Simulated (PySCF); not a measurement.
ethanol cation (C2H6O), SMILES CCO (connectivity only; charge and spin as stated), charge +1, multiplicity 2.

Geometry optimised at PBE0-D3(BJ)/def2-TZVP. The spin state was assumed, not searched. One conformer was computed; it need not be the lowest.

The numbers are results of TDA-ωB97X/def2-SVPD (PySCF 2.14.0), not measurements.

Vertical excitations. Gas-phase values at a fixed geometry.

Estimate the UV-visible absorptions. (Estimate from the structure and the level; the computed values follow.)


```tsv
state	energy (eV)	λ (nm)	f	main pairs
root 1	2.47	503	0.001	β HOMO−2→LUMO 72 %, β HOMO−1→LUMO 23 %
root 2	3.76	330	0.000	β HOMO−1→LUMO 71 %, β HOMO−2→LUMO 25 %
root 3	3.77	329	0.068	β HOMO→LUMO 97 %
root 4	6.01	206	0.000	β HOMO−4→LUMO 87 %
root 5	6.31	197	0.088	β HOMO−3→LUMO 95 %
root 6	6.97	178	0.011	β HOMO−5→LUMO 89 %
root 7	9.94	125	0.000	α HOMO→LUMO 86 %
root 8	10.74	115	0.024	α HOMO→LUMO+1 73 %, β HOMO→LUMO+1 14 %
root 9	10.88	114	0.001	α HOMO−2→LUMO 18 %, α HOMO−1→LUMO 8 %, β HOMO−2→LUMO+1 41 %, β HOMO−1→LUMO+1 19 %
root 10	10.91	114	0.003	α HOMO→LUMO+1 14 %, β HOMO→LUMO+1 77 %
```
Unrestricted roots are not spin-pure.
